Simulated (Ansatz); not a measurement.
# Worked example: correlation energy of F–Ge–PH⁺, quintet

Geometry: that of the F–Ge–PH, quartet, kept fixed. The triplet lies 3.9 eV lower here.

```yaml
atoms:
  - { symbol: F, position_ang: [0.0227, 1.0801, 1.4120] }
  - { symbol: Ge, position_ang: [0.0114, -0.3995, 0.4567] }
  - { symbol: P, position_ang: [-0.0836, 0.2677, -1.8673] }
  - { symbol: H, position_ang: [1.3157, 0.2082, -2.1496] }
```

Basis cc-pVDZ; Ansatz 0.2.0. Only valence electrons are correlated (noble-gas cores and the filled d shells of p-block atoms frozen), which leaves 16 electrons in 44 orbitals. R marks a restricted (for open shells ROHF) determinant, U an unrestricted one. No spin–orbit coupling is included, and no scalar relativity.

Full CI isn't at hand for all of this; UCCSDT(Q) serves as the reference, and is uncertain by the last step of the cluster series or more.

UCCSD has a T1 diagnostic of 0.025 and a largest doubles amplitude of 0.04.

Runs differ by some tens of microhartree through their thresholds and, for an open shell, their frozen cores, so steps under 0.03 kcal/mol mean nothing.

Here the R and U totals at CCSDT(Q) differ by 0.44 kcal/mol, a measure of how far such totals hang on the determinant and its frozen core.

| level | total energy (hartree) |
| --- | --- |
| UHF | -2515.698684 |
| UMP2 | -2516.013764 |
| UCCSD | -2516.041334 |
| UCCSD(T) | -2516.050486 |
| UCCSDT | -2516.052093 |
| UCCSDT(Q) | -2516.053094 |

Question: What is the correlation energy at UCCSDT(Q), and what share of it do UMP2 and UCCSD(T) recover?

Answer: E(corr) = -2516.053094 − (-2515.698684) = -0.354410 hartree = -9.644 eV. UMP2: -0.315080 / -0.354410 = 88.90 %. UCCSD(T): -0.351802 / -0.354410 = 99.26 %.

Question: By how many kcal/mol does UCCSD(T) miss UCCSDT(Q) (1 hartree = 627.509 kcal/mol), and which steps make up the rest?

Answer: -2516.050486 − (-2516.053094) = 0.002608 hartree = 1.64 kcal/mol. Steps: UCCSDT − UCCSD(T) = -1.01, UCCSDT(Q) − UCCSDT = -0.63 kcal/mol. Differences between like states or geometries often cancel part of this.
